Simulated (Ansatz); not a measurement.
Ideal-gas functions of AlH$_{3}$OSi, SMILES `[O]1[AlH][SiH2]1` at 500 K and 1 bar, from an Ansatz frequency run at PBE0-D4/def2-TZVP.

Molar mass 74.09 g/mol, point group Cs (symmetry number 1), electronic degeneracy 1, moments of inertia 23.596, 89.413, 107.207 u Å². Harmonic wavenumbers (cm⁻¹, unscaled): 388, 425, 449, 481, 649, 665, 792, 869, 980, 1950, 2196, 2204.

Use S(trans) = R[1.5 ln M + 2.5 ln T − 1.1517]; rotational temperatures θ = 24.2544 K / I; S(rot) = R[ln(√π/σ · √(T³/θAθBθC)) + 1.5]; for each mode x = 1.438777 ν̃/T, S = R[x/(eˣ − 1) − ln(1 − e⁻ˣ)] and H = RT x/(eˣ − 1); 1 cm⁻¹ = 0.0119627 kJ/mol; R = 8.31446 J/(mol·K).

Q: By hand: the entropy, in J/(mol·K).

A: Translation 173.3. Rotation: θ = 1.0279, 0.2713, 0.2262 K, giving 106.2. Vibration, mode by mode: 7.82, 7.14, 6.74, 6.25, 4.23, 4.08, 3.06, 2.57, 2.00, 0.20, 0.11, 0.11, in all 44.3. Electronic 0.0. Sum 323.8 J/(mol·K).

Q: By hand: H − E and G − E in kJ/mol, counted from the electronic energy.

A: Zero-point energy ½ × 12048 × 0.0119627 = 72.1; thermal vibration 14.1; translation, rotation and pV give 4 RT = 16.6. H − E = 102.8 kJ/mol, and G − E = 102.8 − 500 × 323.8/1000 = -59.1 kJ/mol.

Vibration gives 14 % of the entropy.
